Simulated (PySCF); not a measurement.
CS₂, SMILES S=C=S. Geometry optimised at PBE0-D3(BJ)/def2-TZVP.

PySCF with TDA-M06-2X/def2-TZVPD puts the lowest singlet excitations at 3.65, 4.02, 4.02, 6.65, 6.91, 6.91 eV.

Problem. What are the lowest excitation roots from ADC(2)/aug-cc-pVDZ in PySCF? (The exact figures need the calculation; the answer reports its results.)

Solution. 4.21, 4.29, 4.29, 6.03, 6.98, 6.98 eV. S1 differs by 0.56 eV (second minus first; roots are paired by order, and the bases may differ).
